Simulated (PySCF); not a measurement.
LiF, SMILES [Li][F].

Geometry optimised at PBE0-D3(BJ)/def2-TZVPD.

These are r2SCAN/def2-TZVPD (PySCF) values and carry that method's errors.

Gas-phase values at a fixed geometry.

Computed frontier levels, gap, dipole moment and polarisability:
```json
{
  "highest_occupied_level": "-6.36 eV",
  "lowest_empty_level": "-0.81 eV",
  "orbital_gap": "5.56 eV",
  "dipole_moment": "6.26 D",
  "quadrupole, principal values (traceless, Buckingham form, about the centre of nuclear charge)": "-3.26, -3.26, 6.52 D·Å",
  "mean_static_polarisability": "10.2 bohr³ (1.51 Å³)",
  "polarisability_principal_values": "10.1, 10.1, 10.4 bohr³"
}
```
